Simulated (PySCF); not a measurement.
## SF₄: how level, basis and relativity move the structure

Each row is its own optimisation.

Each entry is the lowest minimum that a search over a few typed start shapes (and spin states, where more than one is plausible) found, or that minimum re-optimised at the stated level; isomers with ligand–ligand bonds, or fragments after loss of a ligand pair, can lie lower. Open shells are unrestricted; no spin–orbit coupling; PySCF with density fitting.

```tsv
level	2S+1	point group	mean bond to S (Å)	lowest ω (cm⁻¹)	highest ω (cm⁻¹)	gap (eV)	distinct angles (°)
PBE0/def2-SVP (no relativity)	1	C2v	1.619	216	907	7.76	88/101/172
B3LYP/def2-TZVP (no relativity)	?	?	?	?	?	?	?
BP86/def2-TZVP (no relativity)	1	C2v	1.638	203	818	4.99	88/101/174
```

Fill in the row of B3LYP/def2-TZVP (no relativity).

2S+1: 1; point group: C2v; mean bond to S (Å): 1.617; lowest ω (cm⁻¹): 218; highest ω (cm⁻¹): 869; gap (eV): 7.28; distinct angles (°): 88/101/173.

Across these levels the mean bond spreads over 0.021 Å and the highest wavenumber over 89 cm⁻¹; all give the same point group.

Levels that gave another bonding pattern or an unsound solution are left out.
